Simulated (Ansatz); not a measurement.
**CH₂NSi radical: one species, many methods**

The task here is to estimate one member of a computed series from the others.

Program: Ansatz 0.2.0, Gaussian basis. Level of theory: functionals in def2-TZVPP, the program's frozen cores in correlated methods. These are calculated values, not measurements.

The runs, in order: LDA (SPW92), PBE-D4, revPBE-D4, BLYP-D4, r2SCAN-D4, B97M-V, PBE0-D4, B3LYP-D4, r2SCANh-D4, r2SCAN0-D4, HSE06-D4, BHLYP-D4, CAM-B3LYP-D4, LC-ωPBE, ωB97X-V, ωB97M-V, B2PLYP, PBE-QIDH; CCSD(T)/def2-SVP; CCSD(T)/def2-TZVPP; MP2/def2-QZVPP; extrapolation to the limit; RPA on PBE.

## Structure used throughout

An earlier PBE0-D4 in a triple-zeta def2 set relaxation fixed the geometry.

SMILES `N#C[SiH2]`, 5 atoms, charge 0, spin multiplicity 2.

Atoms are counted from 1 here; the program's logs count them from 0.

Bond lengths: N1–C2 1.155 Å, C2–Si3 1.830 Å, Si3–H4 1.480 Å, Si3–H5 1.480 Å. Angles: N1–C2–Si3 175.8°, C2–Si3–H4 109.4°, C2–Si3–H5 109.4°, H4–Si3–H5 114.2°.

The first run:

The input, in.yaml:

```yaml
crystal:
  periodic: [false, false, false]
  atoms:
    - {symbol: N, position_ang: [1.041803, -1.219225, 1.572294]}
    - {symbol: C, position_ang: [0.565929, -0.625153, 0.703857]}
    - {symbol: Si, position_ang: [-0.091985, 0.267788, -0.751947]}
    - {symbol: H, position_ang: [-1.455368, -0.223010, -1.053669]}
    - {symbol: H, position_ang: [-0.010379, 1.726001, -0.511834]}
basis:
  gaussian: {orbitals: def2-TZVPP}
magnetization: {spin_polarized: true, initial_magnetization: 1}
hamiltonian: {xc: lda}
output: {orbitals: {seedname: orbitals}}
```

Among the steps run: LDA; PBE-D4 (GGA); revPBE-D4 (GGA); BLYP-D4 (GGA); r2SCAN-D4 (meta-GGA); B97M-V (meta-GGA); PBE0-D4 (hybrid); B3LYP-D4 (hybrid); r2SCANh-D4 (hybrid); r2SCAN0-D4 (hybrid); HSE06-D4 (hybrid); BHLYP-D4 (hybrid); CAM-B3LYP-D4 (range-separated); LC-ωPBE-D4 (range-separated; the results give it without D4); ωB97X-V (range-separated); ωB97M-V (range-separated); B2PLYP (double hybrid); PBE-QIDH (double hybrid).

One table of the session follows, with a row left open; its other results are not shown here.

It belongs to the step «Frontier levels by functional». 

```
  functional  HOMO (eV)  LUMO (eV)  gap (eV)
 LDA (SPW92)      -6.09      -4.90      1.19
      PBE-D4      -6.10      -4.44      1.65
   revPBE-D4      -6.08      -4.29      1.79
     BLYP-D4      -5.87      -4.46      1.41
   r2SCAN-D4      -6.46      -4.00      2.46
      B97M-V      -6.16      -4.62      1.54
     PBE0-D4      -7.21      -3.52      3.69
    B3LYP-D4      -6.91      -3.90      3.00
  r2SCANh-D4          ?          ?         ?
  r2SCAN0-D4      -7.47      -3.24      4.23
    HSE06-D4      -6.81      -3.90      2.91
    BHLYP-D4      -8.11      -2.71      5.41
CAM-B3LYP-D4      -8.39      -2.62      5.76
     LC-ωPBE      -9.84      -1.19      8.65
     ωB97X-V      -9.29      -1.72      7.56
     ωB97M-V      -8.94      -1.84      7.10
```

Q: Estimate the row for r2SCANh-D4 from the others.

Worked estimate for «HOMO (eV)». Against the share of exact exchange, r2SCAN-D4 (0, -6.46), r2SCAN0-D4 (0.25, -7.47) give a slope of -4.04 per unit share; at 0.1 the line stands at -6.86.

The run gave: HOMO (eV): -6.86; LUMO (eV): -3.69; gap (eV): 3.17. In «HOMO (eV)» the line misses by 0.00.
